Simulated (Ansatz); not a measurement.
**BH− (quartet): from Hartree-Fock to the top rungs at distance B1–H2 = 1.910 Å, aug-cc-pVTZ**

An exercise on one series of results from a longer session: the logs are not shown, and one member is left open.

The runs use Ansatz 0.2.0, Gaussian basis; aug-cc-pVTZ, core rule «outside noble gas», up to 1 orbitals frozen.

The runs, in order: UHF; CCSD(T) on ROHF; CCSD(T) on UHF; BCCD(T) on ROHF; CCSDT(Q) on ROHF; CCSDT(Q) on UHF; CASSCF and MRCISD+Q, 5 electrons in 5 orbitals; CASSCF and NEVPT2, 5 electrons in 5 orbitals.

9 further runs of the same task are left out: 9 that didn't finish.

## The geometry

The geometry derives from a PBE0/def2-TZVPD stationary point (not a proven minimum). One bond is set to the value named and the two fragments are kept rigid.

2 atoms, charge -1, spin multiplicity 4.

Atoms are counted from 1 here; the program's logs count them from 0.

No contacts short enough for the rule that draws bonds.

The first run:

Contents of in.yaml:

```yaml
crystal:
  periodic: [false, false, false]
  atoms:
    - {symbol: B, position_ang: [0.000000, 0.000000, 0.000000]}
    - {symbol: H, position_ang: [0.000000, 0.000000, 1.910000]}
basis:
  gaussian: {orbitals: aug-cc-pVTZ}
total_charge: -1
magnetization: {spin_polarized: true, initial_magnetization: 3}
hamiltonian: {xc: hf}
output: {orbitals: {seedname: orbitals}}
```

Run with:

```bash
$ ansatz run in.yaml --threads 1 --pin off --events-out ev --progress --plain --max-ram 2816MiB --backend cpu
```

Among the steps run: UHF; CCSD(T) on ROHF; CCSD(T) on UHF; BCCD(T) on ROHF; CCSDT(Q) on ROHF; CCSDT(Q) on UHF; CASSCF and MRCISD+Q, 5 electrons in 5 orbitals; CASSCF and NEVPT2, 5 electrons in 5 orbitals.

One of the session's tables, all rows but one given; the rest of the session is left out.

```
          method  from UCCSDT(Q) (kJ/mol)
            ROHF                   +274.4
             UHF                   +259.1
            RMP2                    +84.3
            UMP2                    +80.3
           RCCSD                    +19.2
           UCCSD                    +16.5
        RCCSD(T)                     +4.8
        UCCSD(T)                        ?
         BCCD(T)                     +4.4
          RCCSDT                     +0.8
          UCCSDT                     +0.6
       RCCSDT(Q)                     +0.1
       UCCSDT(Q)                        0
  CASSCF valence                   +193.5
  NEVPT2 valence                    +63.4
  MRCISD valence                    +19.6
MRCISD+Q valence                     +8.8
```

**Question.** Estimate the row for UCCSD(T).

The run gave: from UCCSDT(Q) (kJ/mol): +4.2. In the column «from UCCSDT(Q) (kJ/mol)» it lies between RCCSDT (+0.8) and BCCD(T) (+4.4).

Limits of these values: Restricted and unrestricted rows rest on different reference determinants; where their highest levels disagree by more than a few hundredths of an eV, they describe different states and don't form one ladder.
